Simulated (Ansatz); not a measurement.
`[SH][Mg][Cl]` + H₂ → `[MgH][SH]` + HCl at 400 K and 1 bar (hydrogenolysis of a Mg–Cl bond).

Isolated molecules relaxed with PBE0-D4/def2-TZVP in Ansatz; ΔE leaves out vibrations. CCSD(T)/CBS is the MP2 limit (def2-TZVPP, def2-QZVPP) plus CCSD(T) − MP2 in def2-TZVPP, frozen cores. This one scheme is used for every species. For Mg outer-core shells are correlated without core-valence functions, which leaves a few kJ/mol of doubt a bond. Each species was taken in one conformer, which may not be the lowest.

```json
{"species": "`[SH][Mg][Cl]`", "CCSD(T)/CBS energy (Eh)": "-1058.17129", "H − E (kJ/mol)": "48.6", "S (J/(mol·K))": "323.1"}
{"species": "H₂", "CCSD(T)/CBS energy (Eh)": "-1.17544", "H − E (kJ/mol)": "38.0", "S (J/(mol·K))": "139.0"}
{"species": "`[MgH][SH]`", "CCSD(T)/CBS energy (Eh)": "-598.89578", "H − E (kJ/mol)": "54.9", "S (J/(mol·K))": "282.8"}
{"species": "HCl", "CCSD(T)/CBS energy (Eh)": "-460.38127", "H − E (kJ/mol)": "29.6", "S (J/(mol·K))": "195.4"}
```

H − E and S are ideal-gas, rigid-rotor, harmonic terms from PBE0-D4/def2-TZVP, for one conformer and one mirror image of each species. The MP2-based limit puts H₂ 0.8 mEh under its directly extrapolated value; such offsets cancel only in part. 1 Eh = 2625.50 kJ/mol, R = 8.31446 J/(mol·K).

Problem. By hand: ΔE, ΔH, ΔS and ΔG.

Solution. ΔE = (-598.89578) + (-460.38127) − (-1058.17129) − (-1.17544) = 0.06968 Eh = 182.9 kJ/mol. Δ(H − E) = 54.9 + 29.6 − 48.6 − 38.0 = -2.1, so ΔH = 180.8 kJ/mol. ΔS = 282.8 + 195.4 − 323.1 − 139.0 = 16.1 J/(mol·K). ΔG = 180.8 − 400 × (16.1)/1000 = 174.4 kJ/mol.

Problem. By hand: the equilibrium constant, and the temperature at which ΔG would vanish if ΔH and ΔS stayed fixed.

Solution. log₁₀ K = −ΔG/(RT ln 10) = -22.8. ΔG = 0 at ΔH/ΔS = 11230 K, far beyond where these terms or the molecules hold.

ΔH outweighs TΔS. A doubt of 5 kJ/mol in ΔE shifts log₁₀ K by 0.7 here. Other conformers and mirror images would add mixing entropy, several J/(mol·K) or more a flexible species. These are equilibria of isolated gas molecules and say nothing of rates. Largest T1 diagnostic: 0.008 (customary marks: 0.02 for closed shells, 0.045 for open ones).
